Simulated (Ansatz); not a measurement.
This Ansatz (a first-principles code) input (PBE/def2-TZVPP) gives -99.80451 Eh with 45 basis functions. A basis named .json is the Basis Set Exchange file of that set (core-valence sets with the plain set on hydrogen).

Ansatz 0.2 input:
```yaml
crystal:
  periodic: [false, false, false]
  atoms:
    - {symbol: F, position_ang: [-0.00000000, -0.00000000, -0.10164744]}
    - {symbol: H, position_ang: [0.00000000, 0.00000000, 0.91482694]}
basis:
  gaussian:
    orbitals: def2-TZVPP
    fitting: {mean_field: def2-universal-JKFIT.json}
hamiltonian:
  xc: {name: PBE}
total_charge: 1
magnetization: {spin_polarized: true, initial_magnetization: 1}
```

Change:
```diff
- fitting: {mean_field: def2-universal-JKFIT.json}
+ fitting: {mean_field: cc-pVQZ-JKFIT.json}
```

What does the run give now?

-99.80448 Eh (PBE/def2-TZVPP, 45 functions), a change of +0.03 mEh.
